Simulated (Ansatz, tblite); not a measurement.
# The cluster W₂Cl+: a ladder of methods and basis sets

How do method and basis change the picture of the cluster W₂Cl+ (singlet)?

Computed with Ansatz 0.2.0, Gaussian basis. Level: as each input shows.

Plan: GFN1-xTB, PBE-D4/def2-TZVP, r2SCAN-D4/def2-TZVP, CAM-B3LYP-D4/def2-TZVP, ωB97X-V/def2-TZVP, B3LYP-D4/def2-TZVP, r2SCANh-D4/def2-TZVP, r2SCAN0-D4/def2-TZVP, PBE-D4/def2-SVP, PBE0-D4/def2-SVP, CCSD(T)/def2-TZVPP, MP2/def2-TZVP, RPA/def2-TZVP.

1 further run of the same task is left out (set aside as unsound or not needed). Runs told in other sessions of the task aren't counted.

## (1) The geometry

The geometry is that of the singlet, from an earlier relaxation (PBE0-D4/def2-TZVP). At that level it is the lowest of the isomers that a small search found.

3 atoms, charge 1, spin multiplicity 1.

Bond lengths: W1–W2 2.088 Å, W1–Cl3 2.227 Å. Angles: W2–W1–Cl3 98.9°.

W takes a core potential in the def2 sets. No spin-orbit coupling is included. The ion is computed in the gas phase, without counter-ions or solvent.

PBE0-D4/def2-TZVP was run before; its log isn't repeated, and its numbers join the tables.

## (2) GFN1-xTB

Tight binding, by tblite at 300 K electronic temperature and without a spin-polarisation term:

```python
tblite.interface.Calculator('GFN1-xTB', numbers, positions, charge=1, uhf=0).singlepoint()
```

Energy -210.9131 eV, HOMO -15.45 eV, LUMO -14.17 eV; 0.004 s.

## (3) PBE-D4/def2-TZVP

start.molden holds the orbitals of an earlier run on this state, given as this run's starting guess.

The input, in.yaml:

```yaml
crystal:
  periodic: [false, false, false]
  atoms:
    - {symbol: W, position_ang: [1.859861, -2.496978, -0.667236]}
    - {symbol: W, position_ang: [0.493730, -1.312953, 0.376955]}
    - {symbol: Cl, position_ang: [1.930809, -4.242869, 0.714181]}
basis:
  gaussian: {orbitals: def2-TZVP, initial_orbitals: start.molden}
total_charge: 1
hamiltonian: {xc: pbe, dispersion: d4}
scf: {omitted_lower_state_checks: [starts]}
output: {orbitals: {seedname: orbitals}}
```

Command:

```sh
$ ansatz run in.yaml --threads 4 --pin off --events-out ev --progress --plain --max-ram 3916MiB
```

Further steps of the session: r2SCAN-D4/def2-TZVP; CAM-B3LYP-D4/def2-TZVP; ωB97X-V/def2-TZVP; B3LYP-D4/def2-TZVP; r2SCANh-D4/def2-TZVP; r2SCAN0-D4/def2-TZVP; PBE-D4/def2-SVP; PBE0-D4/def2-SVP; CCSD(T)/def2-TZVPP; MP2/def2-TZVP; RPA/def2-TZVP.

**Question.** What will the summary of the whole plan be? Wanted: gap in def2-TZVP, named functionals, smallest and largest; correlation energy, CCSD(T)/def2-TZVPP; correlation energy, MP2/def2-TZVP; PBE0 total energy, smallest basis above largest.

**Answer**, as computed:

| quantity | value |
| --- | --- |
| gap in def2-TZVP, named functionals, smallest and largest | 0.25 eV (PBE-D4), 6.55 eV (ωB97X-V) |
| correlation energy, CCSD(T)/def2-TZVPP | -31.68 eV |
| correlation energy, MP2/def2-TZVP | -28.04 eV |
| PBE0 total energy, smallest basis above largest | 4.89 eV (def2-SVP, def2-TZVP) |

In words: Over the named functionals in def2-TZVP the gap runs from 0.25 eV (PBE-D4) to 6.55 eV (ωB97X-V); exact exchange widens it. Notes on CCSD(T)/def2-TZVPP and its Hartree-Fock reference, which MP2 shares: large T1 diagnostic, restricted state is unstable towards broken spin symmetry, state flagged by the program.
